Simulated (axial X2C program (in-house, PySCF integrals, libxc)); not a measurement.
**Low determinants of AlP at the PBE0 level, two-component**

All values were computed with an in-house all-electron X2C program for linear molecules (integrals from PySCF). Two-component (2c) means X2C with spin–orbit coupling and atomic mean-field two-electron Coulomb and Gaunt terms. Basis: P dyall-v3z [8s7p2d1f], Al dyall-v3z [8s8p2d1f] (cores contracted in-house); Gaussian nuclei, density fitting, unrestricted open shells. Masses: P 30.974 u, Al 26.982 u.

Search at 2.219 Å (vertical energies from the lowest determinant):

| ΔE (eV) | state | electrons beyond evenly filled partner blocks | electrons in ±ω = 1/2, 3/2, 5/2, 7/2 |
| --- | --- | --- | --- |
| 0.00 | Ω = 2 | ω = 1/2, ω = 3/2 | 23 5 0 0 |
| 0.13 | Ω = 1 | ω = -1/2, ω = 3/2 | 23 5 0 0 |
| 0.15 | Ω = 1 | 2 × ω = 1/2 | 22 6 0 0 |
| 0.63 | Ω = 0 | none | 22 6 0 0 |
| 1.08 | Ω = 0 | none | 24 4 0 0 |
| 2.04 | Ω = 3 | 2 × ω = 3/2 | 22 6 0 0 |
| 3.26 | Ω = 4 | 2 × ω = 1/2, 2 × ω = 3/2 | 22 6 0 0 |

Lowest determinant, Ω = 2 (⟨Sz⟩ = 1.00, ⟨Lz⟩ = 1.00 at PBE0): Re = 2.215 Å, ωe = 471.3 cm⁻¹.

The determinant in row 2 of the search, Ω = 1 (⟨Sz⟩ = 0.00, ⟨Lz⟩ = 1.00 at PBE0), was followed along the bond at PBE0; measured from the minimum of the lowest determinant it gives:

Te = 0.124 eV (1004 cm⁻¹), Re = 2.202 Å, ωe = 496.2 cm⁻¹.

(1) Compare the bond of the determinant in row 2 with that of the lowest one.

The search compares states at one distance, so a state with another bond length can lie lower; it is not exhaustive and yields mostly the lowest determinant of each block pattern, so other components and higher states of one pattern are missing. These are energies of single determinants, not of spin-adapted states; PBE0 term energies can be off by some tenths of an eV, and the functional has no current term. Open-shell Ω = 0 determinants with evenly filled partner blocks cannot be reached by this program, so the Ω shown need not be the lowest component. The lowest determinant need not be the ground state where others lie within half an eV. Some points of a curve did not converge.

Results:

(1) At PBE0 its Re is 0.013 Å shorter and its force constant, which goes as ωe², is 1.11 times that of the lowest determinant. This determinant mixes spin states, so it has no term energy of its own.
